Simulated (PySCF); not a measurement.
# C6H10: magnetic properties

What do calculations give for the magnetic properties of C6H10 (`CC(C)C1=CC1`)?

Computed with PySCF 2.14.0 and routines of our own; the level stands in each step. Atoms count from 0.

1 further run of the same task is left out (for a known fault of the program).

## 1. The starting structure

16 atoms, charge 0, multiplicity 1; geometry from: GFN2-xTB.

## 2. Optimising the geometry at PBE0-D3(BJ)/def2-SVP

Job settings and geometry (Å):

```
{"job": {"xc": "PBE0", "basis": "def2-SVP", "d3": "d3bj", "grid": 1, "kind": "geom"}, "charge": 0, "multiplicity": 1}
C     -1.421811     0.457666    -1.099091
C     -0.534543     0.473222     0.145413
C     -1.084868    -0.463287     1.226713
C      0.843965     0.079838    -0.189367
C      1.757684    -0.338804    -1.012220
C      2.211785    -0.111388     0.402005
H     -1.020645     1.121538    -1.861158
H     -1.471794    -0.547775    -1.511090
H     -2.429792     0.781877    -0.849165
H     -0.504781     1.492095     0.555711
H     -0.442182    -0.451260     2.103923
H     -2.084599    -0.151830     1.520690
H     -1.135021    -1.482619     0.849112
H      2.077622    -0.641571    -1.977886
H      2.407388    -0.962523     1.046809
H      2.823992     0.753764     0.638191
```

On the command line:

```bash
$ OMP_NUM_THREADS=1 python excited_run.py task.json out
```

The driver reads the jobs from task.json and runs them one after another.

What it wrote:

```text
step   0  E = -234.12545240  max force = 0.018128
step   1  E = -234.12729219  max force = 0.002656
step   2  E = -234.12731831  max force = 0.000386
step   3  E = -234.12732079  max force = 0.000322
optimisation converged
```

Wall time 32 s (1 thread of Arm Neoverse N1, shared host); peak memory 0.58 GiB.

The steps of the relaxation:

```
step  energy from step 0 (eV)  largest force component (eV/Å)
   0                   0.0000                          0.9322
   1                  -0.0501                          0.1366
   2                  -0.0508                          0.0198
   3                  -0.0508                          0.0166
```

Distances of close pairs at the start and the end, largest changes first:

```
  bond  before (Å)  after (Å)  change (Å)
C4–H13       1.061      1.086      +0.025
C5–H14       1.086      1.103      +0.018
C5–H15       1.086      1.103      +0.017
 C0–H7       1.088      1.102      +0.014
C2–H12       1.088      1.101      +0.013
C2–H11       1.088      1.101      +0.013
 C0–H8       1.088      1.101      +0.013
 C0–H6       1.087      1.100      +0.013
```

The final coordinates are the input of the step that follows.

```
                         at the end point                value
  point group (found at 0.08 Å tolerance)                   C1
rotational constants (GHz, main isotopes)  6.043, 2.635, 2.027
                        dipole moment (D)                 0.90
```

## 3. Magnetic properties: GIAO B97-2/pcSseg-1

Job settings and geometry (Å):

```
{"job": {"kind": "mag", "xc": "B97-2", "basis": "pcSseg-1", "isotopologues": 2}, "charge": 0, "multiplicity": 1}
C     -1.279081     0.294190    -1.144262
C     -0.402222     0.311134     0.102228
C     -0.951765    -0.587634     1.211593
C      0.994824    -0.060645    -0.214113
C      1.911025    -0.460829    -1.043468
C      2.360209    -0.257695     0.375233
H     -0.878678     0.961960    -1.921413
H     -1.330078    -0.721680    -1.567033
H     -2.305287     0.616024    -0.910244
H     -0.368546     1.343114     0.500924
H     -0.304236    -0.565424     2.100642
H     -1.959410    -0.262187     1.511609
H     -1.019412    -1.631829     0.867709
H      2.219714    -0.753816    -2.043054
H      2.560668    -1.130418     1.019391
H      2.973911     0.619680     0.640528
```

Method: GIAO B97-2/pcSseg-1 magnetisability, rotational g tensor and spin-rotation constants, non-relativistic, gas phase.

What it wrote:

```text
coarse grid: 12720 points
cycle   1  E = -234.3878063539  dE =  6.180e-01  |g| = 3.898e-01  |ddm| = 3.431e+00
cycle   2  E = -234.3834133139  dE =  4.393e-03  |g| = 4.227e-01  |ddm| = 8.061e-01
cycle   3  E = -234.4310031557  dE = -4.759e-02  |g| = 3.266e-02  |ddm| = 4.428e-01
cycle   4  E = -234.4309843742  dE =  1.878e-05  |g| = 3.324e-02  |ddm| = 5.864e-02
cycle   5  E = -234.4312526508  dE = -2.683e-04  |g| = 5.132e-03  |ddm| = 3.525e-02
cycle   6  E = -234.4312590258  dE = -6.375e-06  |g| = 9.710e-04  |ddm| = 7.109e-03
final grid: 120968 points
cycle   7  E = -234.4602128592  dE = -5.206e-05  |g| = 2.239e-03  |ddm| = 4.477e-02
cycle   8  E = -234.4602126019  dE =  2.574e-07  |g| = 2.450e-03  |ddm| = 4.483e-03
cycle   9  E = -234.4602140627  dE = -1.461e-06  |g| = 3.057e-04  |ddm| = 2.424e-03
cycle  10  E = -234.4602140661  dE = -3.355e-09  |g| = 2.823e-04  |ddm| = 6.048e-04
cycle  11  E = -234.4602140857  dE = -1.960e-08  |g| = 4.136e-05  |ddm| = 2.890e-04
cycle  12  E = -234.4602140861  dE = -4.271e-10  |g| = 6.535e-06  |ddm| = 6.689e-05
converged SCF energy = -234.4602140861

Magnetisability tensor (1e-30 J/T^2)
     -989.78      -70.14      -32.73
      -70.14    -1223.13       77.96
      -32.73       77.96    -1005.77
isotropic -1072.90   principal values   -1260.55  -1030.55   -927.59
isotropic susceptibility -64.611 1e-6 cm^3/mol

Inertial axes            a          b          c
rot. const./GHz      6.0425     2.6348     2.0269
chi total           -58.634    -63.309    -71.891
chi diamagnetic    -306.560   -565.962   -715.414
chi paramagnetic    247.925    502.653    643.523
quadrupole/D A       -0.671      0.766     -0.096
g nuclear            0.6778     0.6156     0.6163
g electronic        -0.7038    -0.6222    -0.6128
g total             -0.0260    -0.0066     0.0036

Spin-rotation constants (kHz, H = +C I.J)
atom  isotope        aa         bb         cc
  6     1H       -0.536     -0.042     -0.160
  7     1H       -0.668     -0.273      0.048
  8     1H        0.122     -0.281     -0.211
  9     1H       -0.558     -0.275      0.059
 10     1H       -0.404     -0.039     -0.201
 11     1H        0.113     -0.280     -0.210
 12     1H       -0.680     -0.292      0.047
 13     1H       -0.520      0.132     -0.142
 14     1H       -0.534     -0.062     -0.146
 15     1H       -0.394     -0.263     -0.041
  0    13C*       0.919      0.364      0.330
  1    13C*       0.993      0.472      0.305
  3    13C*       2.733      0.899      0.335
  4    13C*       1.480      1.091      0.330
  5    13C*       1.092      0.432      0.106
* in the singly substituted isotopologue

Isotopologues: g along a, b, c
2H    at 6,7,8,9,10,11,    -0.0190    -0.0056     0.0028
13C   at 0                 -0.0254    -0.0067     0.0035
```

Wall time 38 s (1 thread of Arm Neoverse N1, shared host); peak memory 0.81 GiB.

Key values:

```
              quantity                     value
       magnetisability          -1073·10⁻³⁰ J/T²
  molar susceptibility        -64.6·10⁻⁶ cm³/mol
rotational g (a, b, c)  -0.0260, -0.0066, 0.0036
```

Orbitals, density, ELF and potential are computed afterwards from the orbital file.

Frontier orbitals at B97-2/pcSseg-1, with the share of their density that lies nearest to each atom:

```
orbital  energy (eV)                                           lies on
   HOMO        -6.57  C3, C4 about 31 % each; H14, H15 about 11 % each
   LUMO         0.43          C3, C4 about 32 % each; H13 11 %; H9 7 %
```

ELF in a plane through or near 7 of the atoms.

Ten even steps from '0' (0.00) to '9' (1.00):
```
0000000000000000000000000000
0000000000000000000000000000
0000000000000000000000000000
0000000000001576200000000000
0000000000007999611541000000
0000000100006999747996100000
0000014652001899689999400000
0000025775310146279998200000
0000025627874358953320000000
0000135295966863641000000000
0000135775552973875799820000
0000024776775647834999950000
0000012566785004441899940000
0000001466651007986567500000
0000000243210019998200000000
0000000011000018986100000000
0000000000000000220000000000
0000000000000000000000000000
0000000000000000000000000000
0000000000000000000000000000
```
The map spans 10.7 Å across and 9.6 Å up, centred on the molecule. Atoms in the plane (x, y in Å): C0 (1.5, -1.1), C1 (0.6, 0.1), C3 (-0.8, -0.2), C5 (-2.2, 0.3), H8 (2.5, -0.9), H10 (0.4, 2.2), H11 (2.0, 1.6).

On the surface of density 0.002 e/bohr³ the electrostatic potential runs, from the 1st to the 99th percentile, from -0.55 V near C4 to 0.84 V near H13.

## 4. Magnetic properties: GIAO PBE0/ANO-RCC-VDZP

The job, as its differences from that of step 3:

```diff
@@ -1,2 +1,2 @@
-{"job": {"kind": "mag", "xc": "B97-2", "basis": "pcSseg-1", "isotopologues": 2}, "charge": 0, "multiplicity": 1}
+{"job": {"kind": "mag", "xc": "PBE0", "basis": "ANO-RCC-VDZP"}, "charge": 0, "multiplicity": 1}
 C     -1.279081     0.294190    -1.144262
```

Level: GIAO PBE0/ANO-RCC-VDZP magnetisability, rotational g tensor and spin-rotation constants, non-relativistic, gas phase.

What it wrote:

```text
coarse grid: 12720 points
cycle   1  E = -234.3109987539  dE =  6.622e-01  |g| = 3.941e-01  |ddm| = 5.305e+00
cycle   2  E = -234.3095524338  dE =  1.446e-03  |g| = 4.111e-01  |ddm| = 8.684e-01
cycle   3  E = -234.3552118463  dE = -4.566e-02  |g| = 3.154e-02  |ddm| = 4.766e-01
cycle   4  E = -234.3551950106  dE =  1.684e-05  |g| = 3.283e-02  |ddm| = 6.231e-02
cycle   5  E = -234.3554572372  dE = -2.622e-04  |g| = 5.277e-03  |ddm| = 3.671e-02
cycle   6  E = -234.3554641110  dE = -6.874e-06  |g| = 1.037e-03  |ddm| = 5.978e-03
final grid: 120968 points
cycle   7  E = -234.3480291086  dE = -3.465e-05  |g| = 7.167e-03  |ddm| = 4.330e-02
cycle   8  E = -234.3480259292  dE =  3.179e-06  |g| = 8.038e-03  |ddm| = 1.536e-02
cycle   9  E = -234.3480429803  dE = -1.705e-05  |g| = 8.677e-04  |ddm| = 8.650e-03
cycle  10  E = -234.3480431495  dE = -1.693e-07  |g| = 3.025e-04  |ddm| = 1.149e-03
cycle  11  E = -234.3480431713  dE = -2.179e-08  |g| = 6.100e-05  |ddm| = 3.319e-04
cycle  12  E = -234.3480431722  dE = -8.739e-10  |g| = 1.964e-05  |ddm| = 7.895e-05
converged SCF energy = -234.3480431722

Magnetisability tensor (1e-30 J/T^2)
     -978.96      -73.70      -36.38
      -73.70    -1228.29       79.86
      -36.38       79.86    -1002.85
isotropic -1070.03   principal values   -1266.40  -1027.88   -915.81
isotropic susceptibility -64.439 1e-6 cm^3/mol

Inertial axes            a          b          c
rot. const./GHz      6.0425     2.6348     2.0269
chi total           -57.923    -63.219    -72.174
chi diamagnetic    -305.785   -565.271   -714.752
chi paramagnetic    247.862    502.052    642.577
quadrupole/D A       -0.782      0.798     -0.016
g nuclear            0.6778     0.6156     0.6163
g electronic        -0.7036    -0.6214    -0.6119
g total             -0.0259    -0.0059     0.0045

Spin-rotation constants (kHz, H = +C I.J)
atom  isotope        aa         bb         cc
  6     1H       -0.539     -0.043     -0.159
  7     1H       -0.672     -0.275      0.049
  8     1H        0.126     -0.283     -0.209
  9     1H       -0.546     -0.271      0.061
 10     1H       -0.405     -0.039     -0.198
 11     1H        0.121     -0.281     -0.208
 12     1H       -0.681     -0.292      0.047
 13     1H       -0.507      0.143     -0.135
 14     1H       -0.535     -0.062     -0.142
 15     1H       -0.394     -0.260     -0.039
  0    13C*       0.866      0.345      0.316
  1    13C*       0.958      0.448      0.289
  3    13C*       2.691      0.876      0.321
  4    13C*       1.412      1.051      0.311
  5    13C*       1.024      0.406      0.086
* in the singly substituted isotopologue
```

It took 53 s on 1 thread of Arm Neoverse N1, shared host; peak memory 0.81 GiB.

In short:

```
              quantity                     value
       magnetisability          -1070·10⁻³⁰ J/T²
  molar susceptibility        -64.4·10⁻⁶ cm³/mol
rotational g (a, b, c)  -0.0259, -0.0059, 0.0045
```

## 5. Magnetic properties: GIAO LC-wPBE/pcseg-1

The job, as its differences from that of step 4:

```diff
@@ -1,2 +1,2 @@
-{"job": {"kind": "mag", "xc": "PBE0", "basis": "ANO-RCC-VDZP"}, "charge": 0, "multiplicity": 1}
+{"job": {"kind": "mag", "xc": "LC-wPBE", "basis": "pcseg-1"}, "charge": 0, "multiplicity": 1}
 C     -1.279081     0.294190    -1.144262
```

Level: GIAO LC-wPBE/pcseg-1 magnetisability, rotational g tensor and spin-rotation constants, non-relativistic, gas phase.

What it wrote:

```text
coarse grid: 12720 points
cycle   1  E = -234.3073650778  dE =  1.055e+00  |g| = 2.316e-01  |ddm| = 3.741e+00
cycle   2  E = -234.3263095281  dE = -1.894e-02  |g| = 8.854e-02  |ddm| = 3.942e-01
cycle   3  E = -234.3279727952  dE = -1.663e-03  |g| = 4.748e-02  |ddm| = 1.498e-01
cycle   4  E = -234.3285181669  dE = -5.454e-04  |g| = 1.200e-02  |ddm| = 5.683e-02
cycle   5  E = -234.3285521877  dE = -3.402e-05  |g| = 2.771e-03  |ddm| = 1.671e-02
cycle   6  E = -234.3285543357  dE = -2.148e-06  |g| = 5.593e-04  |ddm| = 5.102e-03
final grid: 120968 points
cycle   7  E = -234.3745119572  dE = -3.262e-05  |g| = 3.780e-03  |ddm| = 2.840e-02
cycle   8  E = -234.3745143467  dE = -2.389e-06  |g| = 2.598e-03  |ddm| = 6.303e-03
cycle   9  E = -234.3745160869  dE = -1.740e-06  |g| = 3.256e-04  |ddm| = 2.398e-03
cycle  10  E = -234.3745161040  dE = -1.711e-08  |g| = 2.415e-04  |ddm| = 5.405e-04
cycle  11  E = -234.3745161181  dE = -1.405e-08  |g| = 1.904e-05  |ddm| = 3.201e-04
cycle  12  E = -234.3745161182  dE = -1.491e-10  |g| = 8.312e-06  |ddm| = 5.338e-05
converged SCF energy = -234.3745161182

Magnetisability tensor (1e-30 J/T^2)
    -1014.98      -69.43      -28.15
      -69.43    -1247.08       79.42
      -28.15       79.42    -1027.85
isotropic -1096.64   principal values   -1285.38  -1049.37   -955.15
isotropic susceptibility -66.041 1e-6 cm^3/mol

Inertial axes            a          b          c
rot. const./GHz      6.0425     2.6348     2.0269
chi total           -60.193    -64.660    -73.270
chi diamagnetic    -306.573   -565.933   -715.287
chi paramagnetic    246.380    501.273    642.017
quadrupole/D A       -0.567      0.797     -0.230
g nuclear            0.6778     0.6156     0.6163
g electronic        -0.6994    -0.6205    -0.6113
g total             -0.0216    -0.0049     0.0050

Spin-rotation constants (kHz, H = +C I.J)
atom  isotope        aa         bb         cc
  6     1H       -0.542     -0.049     -0.160
  7     1H       -0.666     -0.275      0.043
  8     1H        0.101     -0.282     -0.210
  9     1H       -0.568     -0.282      0.051
 10     1H       -0.414     -0.047     -0.202
 11     1H        0.092     -0.281     -0.209
 12     1H       -0.675     -0.293      0.041
 13     1H       -0.542      0.137     -0.139
 14     1H       -0.542     -0.067     -0.149
 15     1H       -0.405     -0.264     -0.045
  0    13C*       0.776      0.310      0.285
  1    13C*       0.825      0.407      0.271
  3    13C*       2.720      0.855      0.295
  4    13C*       1.359      1.069      0.292
  5    13C*       0.920      0.369      0.064
* in the singly substituted isotopologue
```

Wall time 39 s (1 thread of Arm Neoverse N1, shared host); peak memory 0.59 GiB.

Key values:

```
              quantity                     value
       magnetisability          -1097·10⁻³⁰ J/T²
  molar susceptibility        -66.0·10⁻⁶ cm³/mol
rotational g (a, b, c)  -0.0216, -0.0049, 0.0050
```

## 6. The levels compared

```
                 level  ξ (10⁻³⁰ J/T²)     g(a)     g(b)  gap (eV)  functions  time
   GIAO B97-2/pcSseg-1           -1073  -0.0260  -0.0066      7.00        152  38 s
GIAO PBE0/ANO-RCC-VDZP           -1070  -0.0259  -0.0059      7.00        134  53 s
  GIAO LC-wPBE/pcseg-1           -1097  -0.0216  -0.0049     12.34        134  39 s
```

## 7. Results

```
                                            quantity                      value
                                         point group                         C1
                rotational constants (main isotopes)       6.04, 2.63, 2.03 GHz
       magnetisability (step 3, GIAO B97-2/pcSseg-1)           -1073·10⁻³⁰ J/T²
  molar susceptibility (step 3, GIAO B97-2/pcSseg-1)         -64.6·10⁻⁶ cm³/mol
rotational g (a, b, c) (step 3, GIAO B97-2/pcSseg-1)   -0.0260, -0.0066, 0.0036
               surface potential, 1st and 99th percentile         -0.55 V and 0.84 V
                     magnetisability over the levels  -1097 to -1070·10⁻³⁰ J/T²
```

What this shows: Relaxing lowered the energy by 0.051 eV in 3 steps; the close pair that moved most is C4–H13, from 1.061 to 1.086 Å. No frequency check was run at this level, so the end point may be a saddle. The magnetisability spreads by 2.5 % over 3 levels, from GIAO LC-wPBE/pcseg-1 (39 s) to GIAO PBE0/ANO-RCC-VDZP (53 s); the runs took 38 s to 53 s. Vibrational averaging and real surroundings are missing from these values.
